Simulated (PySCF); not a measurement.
Molecule: `C`, CH4.

Mapped SMILES: `[CH4:1]`. Hydrogens are named by the atom that carries them.

Geometry PBE0-D3(BJ)/def2-SVP throughout; GIAO in PySCF 2.14.0 with density-fitted response routines, gas phase, one conformer, non-relativistic; equivalent atoms averaged; basis pcSseg-2.

Q: How do the absolute shieldings σ depend on the functional? (ppm; last column core-seconds on shared hosts with different chips, so compare them loosely; the GGAs took longer than the global hybrids here, which isn't the general rule, and the cause wasn't traced)

A: 
```
functional                    kind     C1  H(C1)  core-s
        HF            Hartree–Fock  192.5  31.15     0.7
       LDA                     LDA  191.1  30.77     1.5
       PBE                     GGA  187.1  31.07     1.9
      BLYP                     GGA  182.8  31.17     1.9
      BP86                     GGA  186.2  31.10     1.9
      OPBE                     GGA  189.8  31.09     1.9
       KT2                     GGA  189.2  31.09     1.8
       KT3                     GGA  186.9  31.19     1.8
     B97-D                     GGA  184.9  31.19     1.9
     B3LYP           global hybrid  185.4  31.12     1.3
      PBE0           global hybrid  189.7  31.03     1.2
  mPW1PW91           global hybrid  188.7  31.06     1.3
      WP04           global hybrid  174.9  31.27     1.1
     B97-2           global hybrid  188.1  31.11     1.1
 BHandHLYP           global hybrid  188.5  31.08       1
 CAM-B3LYP  range-separated hybrid  188.7  31.03     1.3
   wB97X-D  range-separated hybrid  189.1  31.07     1.3
   LC-wPBE  range-separated hybrid  192.4  31.02     1.8
```

Q: Which nucleus moves most, in ppm?

A: C1 (methane carbon): from 174.9 ppm with WP04 to 192.5 ppm with HF. The smallest spread is 0.50 ppm, at H(C1). Proton shifts span only some 12 ppm, so a few tenths of a ppm matter as much there as several ppm in carbon.
